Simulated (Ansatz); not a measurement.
# Si2H4 (triplet): from Hartree-Fock to the top rungs at distance Si1–H5 along a hydrogen transfer = 1.727 Å, cc-pVDZ

Aim: climb from Hartree-Fock through coupled cluster and multireference methods for Si2H4 (triplet) at one geometry and basis, and see what each rung misses.

Computed with Ansatz 0.2.0, Gaussian basis. Level: cc-pVDZ, correlated electrons: outside noble gas.

The runs, in order: UHF; CCSD(T) on ROHF; CCSD(T) on UHF; BCCD(T) on ROHF; CISD; CCSDT(Q) on ROHF; CCSDT(Q) on UHF; CASSCF and MRCISD+Q, 4 electrons in 4 orbitals; CASSCF and NEVPT2, 4 electrons in 4 orbitals.

### 1 What is computed

The geometry derives from fragments relaxed apart (PBE0/def2-TZVP) and kept rigid, so it is no stationary point. A hydrogen atom is moved between rigid fragments.

6 atoms, charge 0, spin multiplicity 3.

Atoms are counted from 1 here; the program's logs count them from 0.

Bond lengths: Si1–H2 1.485 Å, Si1–H3 1.485 Å, Si1–H4 1.485 Å. Angles: H2–Si1–H3 109.5°, H2–Si1–H4 109.5°, H3–Si1–H4 109.5°.

Coordinates:

```tsv
atom	x (Å)	y (Å)	z (Å)
Si1	-1.7642	0.0000	0.0000
H2	-2.2591	1.3997	0.0000
H3	-2.2591	-0.6999	1.2122
H4	-2.2591	-0.6999	-1.2122
H5	-0.0372	0.0000	0.0000
Si6	2.0088	0.0000	0.0000
```

In the tables R marks a restricted open-shell determinant and U an unrestricted one; 'pair' is the active space of 4 electrons in 4 orbitals; correlation energies count from the lowest restricted Hartree-Fock solution.

### 2 UHF

in.yaml reads:

```yaml
crystal:
  periodic: [false, false, false]
  atoms:
    - {symbol: Si, position_ang: [-1.764220, 0.000000, 0.000000]}
    - {symbol: H, position_ang: [-2.259092, 1.399708, 0.000000]}
    - {symbol: H, position_ang: [-2.259091, -0.699854, 1.212183]}
    - {symbol: H, position_ang: [-2.259092, -0.699854, -1.212182]}
    - {symbol: H, position_ang: [-0.037220, 0.000000, 0.000000]}
    - {symbol: Si, position_ang: [2.008780, 0.000000, 0.000000]}
basis:
  gaussian: {orbitals: cc-pVDZ}
magnetization: {spin_polarized: true, initial_magnetization: 2}
hamiltonian: {xc: hf}
output: {orbitals: {seedname: orbitals}}
```

Launch:

```bash
> ansatz run in.yaml --threads 1 --pin off --events-out ev --progress --plain --max-ram 2393MiB
```

After this run come: CCSD(T) on ROHF; CCSD(T) on UHF; BCCD(T) on ROHF; CISD; CCSDT(Q) on ROHF; CCSDT(Q) on UHF; CASSCF and MRCISD+Q, 4 electrons in 4 orbitals; CASSCF and NEVPT2, 4 electrons in 4 orbitals.

Q: Predict the results of all the runs planned. Wanted: correlation energy, UCCSDT(Q); RMP2 from UCCSDT(Q); UMP2 from UCCSDT(Q); RCCSD from UCCSDT(Q); RCCSD(T) from UCCSDT(Q); UCCSD(T) from UCCSDT(Q); RCCSDT(Q) from UCCSDT(Q); MRCISD+Q pair from UCCSDT(Q); T1 diagnostic.

The runs gave:

| quantity | value |
| --- | --- |
| correlation energy, UCCSDT(Q) | -6.1786 eV |
| RMP2 from UCCSDT(Q) | +1498.5 meV |
| UMP2 from UCCSDT(Q) | +1497.8 meV |
| RCCSD from UCCSDT(Q) | +166.2 meV |
| RCCSD(T) from UCCSDT(Q) | +37.8 meV |
| UCCSD(T) from UCCSDT(Q) | +37.2 meV |
| RCCSDT(Q) from UCCSDT(Q) | +0.2 meV |
| MRCISD+Q pair from UCCSDT(Q) | +10.8 meV |
| levels within 1 kcal/mol (43 meV) | RCCSD(T), UCCSD(T), BCCD(T), RCCSDT, UCCSDT, RCCSDT(Q), MRCISD+Q pair |
| T1 diagnostic | 0.018 |

RCCSD(T) lands +37.8 meV from the yardstick (0.6 % of the correlation energy). Of the multireference levels listed MRCISD+Q pair comes nearest (+10.8 meV). These misses are within one basis and frozen core, not against nature; frozen cores of the runs differ by up to some meV.
